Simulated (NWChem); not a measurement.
Program: NWChem. System: C$_{2}$H$_{3}$, charge 0, spin multiplicity 2, at a geometry optimised with UPBE/def2-SVP. The structure started from a generated list of species. Its SCF solution wasn't tested for a lower state. Level: ROCCSD(T)/6-311G** (spherical d), 2 core orbitals frozen.

The NWChem input:

```
start mol
memory heap 100 mb stack 700 mb global 1900 mb
geometry units angstroms nocenter noautoz
  C      0.248606     0.684719     0.000000
  C     -0.117510    -0.581819     0.000000
  H     -0.218070     1.678869     0.000000
  H     -1.186454    -0.887834     0.000000
  H      0.617945    -1.408438     0.000000
  symmetry group Cs
end
basis spherical
  * library 6-311g**
end
scf
  rohf
  nopen 1
  maxiter 100
  thresh 1e-7
  semidirect memsize 60000000 filesize 0
  # guess.movecs holds the orbitals of an unrestricted PBE0 run
  vectors input guess.movecs output mol.movecs
end
tce
  freeze core 2
  ccsd(t)
  2eorb
  2emet 13
  thresh 1e-6
  maxiter 100
  tilesize 24
end
task tce energy
```

NWChem printed:

```
             Northwest Computational Chemistry Package (NWChem) 7.3.0
             --------------------------------------------------------

                                NWChem Input Module
                                -------------------

 Scaling coordinates for geometry "geometry" by  1.889725989
 (inverse scale =  0.529177249)

 Turning off AUTOSYM since
 SYMMETRY directive was detected!

                             Geometry "geometry" -> ""
                             -------------------------

 Output coordinates in angstroms (scale by  1.889725989 to convert to a.u.)

  No.       Tag          Charge          X              Y              Z
 ---- ---------------- ---------- -------------- -------------- --------------
    1 C                    6.0000     0.24860600     0.68471900     0.00000000
    2 C                    6.0000    -0.11751000    -0.58181900     0.00000000
    3 H                    1.0000    -0.21807000     1.67886900     0.00000000
    4 H                    1.0000    -1.18645400    -0.88783400     0.00000000
    5 H                    1.0000     0.61794500    -1.40843800     0.00000000

 Effective nuclear repulsion energy (a.u.)      28.0943661962

            Nuclear Dipole moment (a.u.)
            ----------------------------
        X                 Y               Z
 ---------------- ---------------- ----------------
    -0.0000056692    -0.0000056692     0.0000000000

      Symmetry information
      --------------------

 Group name             Cs
 Group number              2
 Group order               2
 No. of unique centers     5

      Symmetry unique atoms

     1    2    3    4    5


 Summary of "ao basis" -> "" (spherical)
 ------------------------------------------------------------------------------
       Tag                 Description            Shells   Functions and Types
 ---------------- ------------------------------  ------  ---------------------
 *                          6-311g**                  on all atoms

 Summary of "ao basis" -> "ao basis" (spherical)
 ------------------------------------------------------------------------------
[...]
 pwtce:      F
 qducc:      F
 nacto:                         0
 nrotv:                         0
 nrot:                          0

            Memory Information
            ------------------
          Available GA space size is     249030968 doubles
          Available MA space size is     104854876 doubles

 Maximum block size supplied by input
 Maximum block size        24 doubles

 tile_dim =     17

 -------------------------------------------------
   1    alpha     a'     4 doubles       0       1
   2    alpha     a'     1 doubles       4       2
   3    alpha     a"     1 doubles       5       3
   4    beta      a'     4 doubles       6       4
   5    beta      a"     1 doubles      10       5
   6    alpha     a'    17 doubles      11       6
   7    alpha     a'    17 doubles      28       7
   8    alpha     a"    12 doubles      45       8
   9    beta      a'     1 doubles      57       9
  10    beta      a'    17 doubles      58      10
  11    beta      a'    17 doubles      75      11
  12    beta      a"    12 doubles      92      12

 Global array virtual files algorithm will be used

 Parallel file system coherency ......... OK

 4-electron integrals stored in orbital form

 v2    file size   =          1050546
 4-index algorithm nr.  13 is used
 imaxsize =       30
 imaxsize ichop =        0


CCSD iterations
 ---------------------------------------------------------
 Iter          Residuum       Correlation     Cpu    Wall
 ---------------------------------------------------------
    1   0.1372087059013  -0.2655665356076     0.2     0.2
    2   0.0415281686530  -0.2805788715657     0.2     0.2
    3   0.0180829667128  -0.2865483779302     0.2     0.2
    4   0.0091980590727  -0.2882958166887     0.2     0.2
    5   0.0051206484649  -0.2890708470518     0.2     0.2
    6   0.0022256769771  -0.2896834977084     0.2     0.2
    7   0.0013072174196  -0.2898732301172     0.2     0.2
    8   0.0009214327094  -0.2898547314586     0.2     0.2
    9   0.0006975169503  -0.2898890680253     0.2     0.2
   10   0.0005329871968  -0.2898874094176     0.2     0.2
   11   0.0001562401433  -0.2899157170337     0.2     0.2
   12   0.0000853125524  -0.2899230617895     0.2     0.2
   13   0.0000562500116  -0.2899245190241     0.2     0.2
   14   0.0000409351378  -0.2899229318964     0.1     0.1
   15   0.0000311738866  -0.2899235731431     0.2     0.2
   16   0.0000087628160  -0.2899219995047     0.2     0.2
   17   0.0000054243164  -0.2899226654689     0.2     0.2
   18   0.0000039387585  -0.2899226081497     0.2     0.2
   19   0.0000029885833  -0.2899227591556     0.1     0.1
   20   0.0000023041217  -0.2899227451299     0.1     0.1
   21   0.0000006564838  -0.2899228750189     0.1     0.1
 -----------------------------------------------------------------
 Iterations converged
 CCSD correlation energy / hartree =        -0.289922875018890
 CCSD total energy / hartree       =       -77.690633678227456

 Singles contributions

 Doubles contributions
     9a"  (alpha)     9a"  (beta ) ---     7a"  (alpha)     7a"  (beta )       -0.1290635500
 CCSD(T)
 Using plain CCSD(T) code
             total no. of tasks          373
 total no. of tasks / no. procs          373
                         wl_min            4           1.3
                         wl_max       314432           8.2
        thresh for no. of tasks          373

 CCSD[T]  correction energy / hartree =        -0.011770079369526
 CCSD[T] correlation energy / hartree =        -0.301692954388417
 CCSD[T] total energy / hartree       =       -77.702403757596983
 CCSD(T)  correction energy / hartree =        -0.011281520955177
 CCSD(T) correlation energy / hartree =        -0.301204395974068
 CCSD(T) total energy / hartree       =       -77.701915199182636

 Task  times  cpu:        5.9s     wall:        5.9s

 Total times  cpu:        5.9s     wall:        5.9s
```
